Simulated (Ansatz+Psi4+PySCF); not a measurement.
The numbers below are computed, except where a source is named.
## Psi4 1.11 run

```
molecule {
0 1
O 0.300000 0.300000 0.300000
O -0.281010 -0.531430 1.067550
O -0.248950 1.439930 0.168830
}

set basis cc-pVTZ
set reference rhf
set scf_type pk
set mp2_type conv
set cc_type conv
set num_frozen_docc 3
energy('mp2')
```

The input is written out from the run's settings.

Output:

```
Converged                                                          : yes
Reference energy                                                   : -224.34041 hartree
Correlation energy                                                 : -0.77832 hartree
Total energy                                                       : -225.11873 hartree
Spin squared of the determinant                                    : 0.000
Occupied orbitals by symmetry in an Abelian subgroup (alpha; beta) : 6 A1 1 A2 1 B1 4 B2; 6 A1 1 A2 1 B1 4 B2
```

Caution: large share of triples, a single reference is doubtful; an unrestricted determinant lies well below.
